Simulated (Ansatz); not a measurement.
**LiS+ (triplet): wave-function methods side by side at distance S1–Li2 = 2.724 Å, cc-pVDZ**

An exercise on one series of results from a longer session: the logs are not shown, and one member is left open.

Program: Ansatz 0.2.0, Gaussian basis. Level of theory: cc-pVDZ, core rule «outside noble gas», up to 6 orbitals frozen. These are calculated values, not measurements.

Plan: UHF; CCSD(T) on ROHF; CCSD(T) on UHF; BCCD(T) on ROHF; CISD as a restricted active space (open shells left free, so some higher excitations enter); CCSDT(Q) on ROHF; CCSDT(Q) on UHF; CASSCF and MRCISD+Q, 4 electrons in 4 orbitals; CASSCF and NEVPT2, 4 electrons in 4 orbitals; Full CI.

63 further runs of the same task are left out: 43 for a known fault of the program, 18 that didn't finish, 2 set aside as unsound or not needed. Runs told in other sessions of the task aren't counted.

### The geometry

The geometry derives from a PBE0/def2-TZVP stationary point (not a proven minimum). One bond is set to the value named and the two fragments are kept rigid.

2 atoms, charge 1, spin multiplicity 3.

Atoms are counted from 1 here; the program's logs count them from 0.

Bond lengths: S1–Li2 2.724 Å.

The first run:

File in.yaml:

```yaml
crystal:
  periodic: [false, false, false]
  atoms:
    - {symbol: S, position_ang: [0.000000, 0.000000, 0.000000]}
    - {symbol: Li, position_ang: [0.000000, 0.000000, 2.724000]}
basis:
  gaussian: {orbitals: cc-pVDZ}
total_charge: 1
magnetization: {spin_polarized: true, initial_magnetization: 2}
hamiltonian: {xc: hf}
output: {orbitals: {seedname: orbitals}}
```

Started as:

```sh
$ ansatz run in.yaml --threads 1 --pin off --events-out ev --progress --plain --max-ram 2393MiB
```

Among the steps run: UHF; CCSD(T) on ROHF; CCSD(T) on UHF; BCCD(T) on ROHF; CISD as a restricted active space (open shells left free, so some higher excitations enter); CCSDT(Q) on ROHF; CCSDT(Q) on UHF; CASSCF and MRCISD+Q, 4 electrons in 4 orbitals; CASSCF and NEVPT2, 4 electrons in 4 orbitals; Full CI.

One of the session's tables, all rows but one given; the rest of the session is left out.

It belongs to the step «Misses and costs». 

| method | from FCI (meV) |
| --- | --- |
| ROHF | +3035.7 |
| UHF | +2907.0 |
| RMP2 | +560.8 |
| UMP2 | +579.7 |
| CISD | +128.5 |
| RCCSD | +58.2 |
| UCCSD | +54.6 |
| RCCSD(T) | +13.9 |
| UCCSD(T) | ? |
| BCCD(T) | +13.5 |
| RCCSDT | +3.6 |
| UCCSDT | +3.1 |
| RCCSDT(Q) | +0.3 |
| UCCSDT(Q) | +0.1 |
| FCI | 0 |

**Question.** Estimate the row for UCCSD(T).

**Answer.** from FCI (meV): +13.0. In the column «from FCI (meV)» it lies between RCCSDT (+3.6) and BCCD(T) (+13.5).

Left out of the table: CASSCF pair, NEVPT2 pair, MRCISD pair, MRCISD+Q pair (the active space lost an orbital or holds another state than full CI finds).

Limits of these values: Levels on UHF freeze UHF's core orbitals, full CI those of ROHF, so the U rows can settle a little off it for that reason alone. Restricted and unrestricted rows rest on different reference determinants; a gap between their highest levels can come from leftover correlation error, from unlike frozen cores or from another state. Warnings in the runs' records: passed over end.
